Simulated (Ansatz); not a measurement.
# AlClF: composite energy at a relaxed geometry in Python

A script is to give a composite energy at a relaxed geometry; the system is AlClF.

Computed with Ansatz 0.2.0 through its Python package. The levels of theory stand in the script.

**1. The system**

Bond lengths: F1–Al2 1.742 Å, Al2–Cl3 2.179 Å. Angles: F1–Al2–Cl3 119.0°.

alclf.xyz, read by the script:

```xyz
3

F    -1.05230    1.15570   -0.45880
Al   -0.43240   -0.46250   -0.28390
Cl    1.47370   -0.75800    0.72950
```

**2. The script**

composite.py

```python
'''A composite energy for AlClF: DFT geometry, MP2 basis limit, coupled-cluster correction.'''

import itertools

import ansatz as az
from ase.data import atomic_numbers, covalent_radii
import numpy as np


def main() -> None:
    mol = az.Crystal.molecule_from_extxyz('alclf.xyz')

    base = (
        mol.calculation()
        .basis(gaussian='def2-SVP')
        .functional('r2scan')
        .spin('collinear', total=1)
    )
    symbols = [site.symbol for site in mol.cartesian_sites]
    start = np.array([site.position_ang for site in mol.cartesian_sites], dtype=float)
    data = base.relax(force_tolerance=0.01, max_steps=100).run().report
    end = np.array(data['positions_ang'])
    # pairs closer than 1.2 times the sum of covalent radii, before or after
    radius = [covalent_radii[atomic_numbers[s]] for s in symbols]
    span = lambda where, i, j: np.linalg.norm(where[i] - where[j])
    bonded = [(i, j) for i, j in itertools.combinations(range(len(symbols)), 2) if min(span(start, i, j), span(end, i, j)) < 1.2 * (radius[i] + radius[j])]
    print('pair        before    after (A)')
    for i, j in bonded:
        print(f'{symbols[i]}{i}-{symbols[j]}{j}'.ljust(10), f'{span(start, i, j):8.4f} {span(end, i, j):8.4f}')

    minimum = az.Crystal.molecule()
    for symbol, place in zip(symbols, end):
        minimum = minimum.atom(symbol, place.tolist())
    at_minimum = minimum.calculation().spin('collinear', total=1)
    # MP2 extrapolated to the basis limit, plus the small-basis difference CCSD(T) - MP2
    level = lambda method, basis: at_minimum.basis(gaussian=basis).correlation(method).run().report
    small, large, cluster = level('mp2', 'cc-pVDZ'), level('mp2', 'cc-pVTZ'), level('ccsd_t', 'cc-pVDZ')
    corr = lambda each: (each['free_energy_ev'] - each['reference_energy_ev']) / 27.211386246
    mp2_limit = (27 * corr(large) - 8 * corr(small)) / 19
    pieces = {'HF / cc-pVTZ': large['reference_energy_ev'] / 27.211386246, 'MP2 correlation, DZ-TZ limit': mp2_limit, 'CCSD(T) - MP2 / cc-pVDZ': corr(cluster) - corr(small)}
    for name, value in pieces.items():
        print(f'{name:32s} {value:14.6f} Ha')
    print(f'{"sum":32s} {sum(pieces.values()):14.6f} Ha')
    print('T1 diagnostic', round(cluster['correlation']['coupled_cluster']['t1_diagnostic'], 4))


if __name__ == '__main__':
    main()
```

**3. What the engine is handed**

The package turns the script's settings into the engine's input (first run):

```yaml
crystal:
  periodic: [false, false, false]
  atoms:
    - { symbol: F, position_ang: [-1.0523, 1.1557, -0.4588] }
    - { symbol: Al, position_ang: [-0.4324, -0.4625, -0.2839] }
    - { symbol: Cl, position_ang: [1.4737, -0.758, 0.7295] }
basis:
  gaussian:
    orbitals: def2-SVP
hamiltonian:
  xc: r2scan
magnetization:
  spin_polarized: true
  initial_magnetization: 1.0
relax:
  f_tol: 0.01
  max_steps: 100
```

**4. Launch**

Command:

```console
$ python composite.py
```

Output:

```text
pair        before    after (A)
F0-Al1       1.7417   1.6663
Al1-Cl2      2.1789   2.1118
HF / cc-pVTZ                        -801.048562 Ha
MP2 correlation, DZ-TZ limit          -0.545360 Ha
CCSD(T) - MP2 / cc-pVDZ               -0.022060 Ha
sum                                 -801.615982 Ha
T1 diagnostic 0.0156
```

Run time: 24 s. Hardware: 1 thread of Arm Neoverse V1, shared host; peak memory 0.24 GiB.

Lines on the test bed's own set-up are left out of the output.

A comment line of the script is reworded here; the code is as run.

**5. Path of the relaxation of run 0**

Relaxation path:

```
step  E - E(step 1) (eV)  largest force component (eV/Å)
   1              0.0000                          1.7171
   2             -0.0833                          1.0168
   3             -0.1081                          0.1052
   4             -0.1086                          0.0056
```

Step 1 is the start.

Before: Bond lengths: F1–Al2 1.742 Å, Al2–Cl3 2.179 Å. Angles: F1–Al2–Cl3 119.0°.

After: Bond lengths: F1–Al2 1.666 Å, Al2–Cl3 2.112 Å. Angles: F1–Al2–Cl3 118.4°.

Run 0 is this relaxation; the runs after it count from 1.

**6. The engine's runs**

One row for each of the 3 runs:

| run | basis | method | energy (eV) | <S²> | iterations in all | CPU time (s) |
| --- | --- | --- | --- | --- | --- | --- |
| 1 | cc-pVDZ | mp2 | -21805.6112 | 0.75 | 17 | 0.49 |
| 2 | cc-pVTZ | mp2 | -21811.0042 | 0.75 | 13 | 1.2 |
| 3 | cc-pVDZ | ccsd_t | -21806.2115 | 0.75 | 25 | 2.2 |

**7. Outcome**

| quantity | value |
| --- | --- |
| T1 diagnostic | 0.0156 |
| composite energy | -801.615982 Ha |
| runs compared | 3 |

**Reading.** All 3 runs converged (13 to 25 cycles). A T1 diagnostic under about 0.02 supports a single-reference treatment, as here. Run 0: The relaxation took 3 moves; the largest shift is 0.068 Å, of atom 1 (F). Caveats:
- The sum leaves out core correlation, relativity, the Hartree-Fock basis error and zero-point energy; a DZ-TZ extrapolation is rough.
- The species is open-shell (spin multiplicity 2).
- Inner cores stay frozen, so this is valence correlation.
- For Al to Cl the sets with a tight d function, cc-pV(X+d)Z, are usual.
- An extrapolation from small basis sets is rough.
